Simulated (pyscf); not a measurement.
Thermochemistry of product channels of `[F][CH2][F]` + `[H]` [doublet] on the doublet surface, in kcal/mol, from ωB97M-D3(BJ)/def2-TZVP energies (ideal gas, 1 atm, RRHO with modes under 100 cm⁻¹ raised to 100, one conformer, R ln 2 for rigid chiral ones). PySCF, gas phase, ωB97X-D3(BJ)/def2-SVP geometries.

```csv
products,ΔE,ΔH(298 K),ΔG(298 K),ΔG(600 K)
`[F][CH][F]` [doublet] + `[H][H]`,…,-2.4,-4.3,-6.3
`[FH]` + `[CH2][F]` [doublet],…,-13.9,-17.3,-20.9
```

Q: Complete the blanks.

A: 
- `[F][CH][F]` [doublet] + `[H][H]`, ΔE: -0.7
- `[FH]` + `[CH2][F]` [doublet], ΔE: -15.1

These are energies of the channels, which say nothing of barriers.
